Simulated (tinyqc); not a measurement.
Worked calculation: CCSD on RHF in the sto-3g basis, for H2O, spin multiplicity 1. One step of it, computed by the program tinyqc.

Task: CCSD: starting amplitudes. t_ij^ab = <ij||ab> / (e_i + e_j - e_a - e_b), whose energy is MP2.

orbital energies (hartree): [-20.218909, -1.288112, -0.668996, -0.434848, -0.387873, 0.649023, 0.855020]

Two-electron integrals over orbitals (pq|rs), unique and non-zero (hartree):
```
(11|11) 4.743176    (21|11) -0.414476   (21|21) 0.057655    (22|11) 1.002954
(22|21) -0.012573   (22|22) 0.729790    (31|31) 0.011035    (32|31) 0.018231
(32|32) 0.151343    (33|11) 0.814658    (33|21) -0.004445   (33|22) 0.655230
(33|33) 0.649586    (41|11) 0.173927    (41|21) -0.020662   (41|22) 0.016514
(41|33) 0.006297    (41|41) 0.028607    (42|11) -0.106655   (42|21) 0.009021
(42|22) 0.015222    (42|33) 0.007927    (42|41) 0.021148    (42|42) 0.122698
(43|31) -0.003321   (43|32) 0.016169    (43|43) 0.042637    (44|11) 1.037644
(44|21) -0.014361   (44|22) 0.688888    (44|33) 0.615455    (44|41) -0.012942
(44|42) -0.104310   (44|44) 0.827798    (51|51) 0.026092    (52|51) 0.032361
(52|52) 0.143487    (53|53) 0.029910    (54|51) -0.012854   (54|52) -0.043839
(54|54) 0.056961    (55|11) 1.115323    (55|21) -0.011616   (55|22) 0.747097
(55|33) 0.639692    (55|41) 0.004805    (55|42) -0.057079   (55|44) 0.748948
(55|55) 0.880159    (61|11) -0.263544   (61|21) 0.039081    (61|22) -0.002107
(61|33) -0.000764   (61|41) -0.001946   (61|42) 0.019002    (61|44) -0.019153
(61|55) -0.006788   (61|61) 0.033392    (62|11) 0.323314    (62|21) -0.007511
(62|22) 0.142727    (62|33) 0.074959    (62|41) 0.017977    (62|42) 0.019759
(62|44) 0.106581    (62|55) 0.164316    (62|61) 0.003477    (62|62) 0.102461
(63|31) 0.002923    (63|32) -0.047668   (63|43) -0.024480   (63|63) 0.075072
(64|11) 0.184228    (64|21) -0.001052   (64|22) 0.083441    (64|33) 0.038656
(64|41) 0.005378    (64|42) -0.009123   (64|44) 0.102073    (64|55) 0.094855
(64|61) 0.002171    (64|62) 0.060817    (64|64) 0.051935    (65|51) 0.017509
(65|52) 0.064197    (65|54) -0.005097   (65|65) 0.041181    (66|11) 0.790463
(66|21) -0.006841   (66|22) 0.611339    (66|33) 0.575631    (66|41) 0.021965
(66|42) 0.063843    (66|44) 0.544966    (66|55) 0.585060    (66|61) 0.006347
(66|62) 0.089152    (66|64) 0.041660    (66|66) 0.591186    (71|31) 0.016119
(71|32) 0.024580    (71|43) -0.005061   (71|63) 0.003827    (71|71) 0.023625
(72|31) 0.013673    (72|32) 0.036356    (72|43) -0.031459   (72|63) 0.036480
(72|71) 0.018801    (72|72) 0.059600    (73|11) 0.365028    (73|21) -0.007821
(73|22) 0.135276    (73|33) 0.094490    (73|41) -0.001090   (73|42) -0.067689
(73|44) 0.172614    (73|55) 0.187141    (73|61) -0.007255   (73|62) 0.080884
(73|64) 0.061602    (73|66) 0.035902    (73|73) 0.146838    (74|31) -0.009519
(74|32) -0.073234   (74|43) 0.010398    (74|63) 0.040108    (74|71) -0.013568
(74|72) -0.016931   (74|74) 0.063132    (75|53) 0.023744    (75|75) 0.024544
(76|31) 0.010483    (76|32) 0.107724    (76|43) 0.039369    (76|63) -0.070446
(76|71) 0.014414    (76|72) -0.009222   (76|74) -0.054727   (76|76) 0.121593
(77|11) 0.897863    (77|21) -0.010337   (77|22) 0.632882    (77|33) 0.623723
(77|41) 0.003822    (77|42) -0.013775   (77|44) 0.626509    (77|55) 0.636736
(77|61) -0.006624   (77|62) 0.072991    (77|64) 0.036742    (77|66) 0.567973
(77|73) 0.101096    (77|77) 0.633097
```

Give: Starting amplitudes; correlation energy.

Result:

Starting amplitudes (spin orbitals 1a, 1b, ...; amplitudes related by a flip of all spins are not repeated; the 24 largest):
```
from      to          t
3a 3b  7a 7b    -0.0482
3a 3b  6a 6b    -0.0285
2a 2b  6a 6b    -0.0264
4a 4b  7a 7b    -0.0245
4a 4b  6a 6b    -0.0240
3a 4b  6b 7a     0.0236
2a 3b  6a 7b    -0.0234
2a 4b  6a 6b    -0.0201
5a 5b  6a 6b    -0.0199
3a 4b  6a 7b    -0.0154
2a 2b  7a 7b    -0.0139
2a 3a  6a 7a    -0.0128
2a 3b  6b 7a     0.0105
5a 5b  7a 7b    -0.0099
3a 4a  6a 7a     0.0082
2a 4b  7a 7b     0.0049
1a 2b  7a 7b    -0.0008
1a 1b  6a 6b    -0.0008
1a 4b  7a 7b     0.0006
1a 1b  7a 7b    -0.0006
1a 3a  6a 7a   4.95e-04
1a 3b  6a 7b   3.24e-04
1a 3b  6b 7a   1.71e-04
1a 2b  6a 6b  -1.52e-04
```

correlation energy = -0.029508 hartree
